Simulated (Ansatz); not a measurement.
## Which is lower?

The two ends of one reaction step of SiNH$_{6}$Cl, closed shell (PBE0-D4/def2-TZVP).

A:

```
9
angstrom
Si -0.1514 0.9708 -0.4431
N 0.1933 -1.2389 0.5655
H -1.2314 0.1823 -1.0732
H -0.3206 1.2685 0.9948
Cl -0.4482 2.8714 -1.3107
H 0.3837 -1.9390 -0.1420
H 1.2239 0.6530 -0.8819
H 0.9765 -1.2302 1.2086
H -0.6258 -1.5378 1.0819
```

B:

Si1  (-0.730, 0.739, 0.361)
N2  (-0.074, -0.640, 1.108)
H3  (-1.560, 0.308, -0.784)
H4  (-1.485, 1.505, 1.376)
Cl5  (0.661, 2.061, -0.424)
H6  (1.316, -0.674, -1.988)
H7  (1.151, -1.368, -2.209)
H8  (0.367, -0.568, 2.011)
H9  (0.353, -1.363, 0.550)
(Å)

Program: Ansatz 0.2.0. Basis: def2-TZVPP. Cores are frozen in the correlated methods. B3LYP uses VWN-RPA correlation.

Q: Which structure is lower at CCSD(T), and by how much? (Judge from chemistry; the value comes from the calculation.)

A: By the calculation: B, by 19.2 kJ/mol (electronic energy, against the other). By their contacts, A is a complex of SiH₃Cl ([SiH3][Cl]) + NH₃ and B is a complex of SiNH₄Cl ([NH2][SiH2][Cl]) + H₂.

All methods give the same order:

```json
{"method": "SPW92", "E(B) − E(A) (kJ/mol)": "-3.6"}
{"method": "PBE-D4", "E(B) − E(A) (kJ/mol)": "-14.3"}
{"method": "BLYP-D4", "E(B) − E(A) (kJ/mol)": "-23.9"}
{"method": "r2SCAN-D4", "E(B) − E(A) (kJ/mol)": "-20.9"}
{"method": "B97M-V", "E(B) − E(A) (kJ/mol)": "-19.1"}
{"method": "PBE0-D4", "E(B) − E(A) (kJ/mol)": "-13.8"}
{"method": "B3LYP-D4", "E(B) − E(A) (kJ/mol)": "-22.3"}
{"method": "r2SCAN0-D4", "E(B) − E(A) (kJ/mol)": "-19.0"}
{"method": "BHLYP-D4", "E(B) − E(A) (kJ/mol)": "-21.4"}
{"method": "CAM-B3LYP-D4", "E(B) − E(A) (kJ/mol)": "-21.5"}
{"method": "wB97X-V", "E(B) − E(A) (kJ/mol)": "-18.7"}
{"method": "wB97M-V", "E(B) − E(A) (kJ/mol)": "-18.6"}
{"method": "B2PLYP", "E(B) − E(A) (kJ/mol)": "-22.2"}
{"method": "PBE-QIDH", "E(B) − E(A) (kJ/mol)": "-16.5"}
{"method": "RPA on PBE", "E(B) − E(A) (kJ/mol)": "-18.3"}
{"method": "HF", "E(B) − E(A) (kJ/mol)": "-25.7"}
{"method": "MP2", "E(B) − E(A) (kJ/mol)": "-24.7"}
{"method": "CCSD", "E(B) − E(A) (kJ/mol)": "-18.8"}
{"method": "CCSD(T)", "E(B) − E(A) (kJ/mol)": "-19.2"}
```

No T1 diagnostic of these runs exceeds 0.009.

Labels in which every atom is bracketed show which atoms are joined, not bond orders.

For scale, one of the runs: CCSD(T)/def2-TZVPP, 199 basis functions, launched by `ansatz run in.yaml --threads 2 --pin off --events-out ev --progress --plain --max-ram 4352MiB`. The run took 56 s on 2 CPU threads of an Arm Neoverse V1 (shared host), with 2.2 GiB of host memory at its peak.
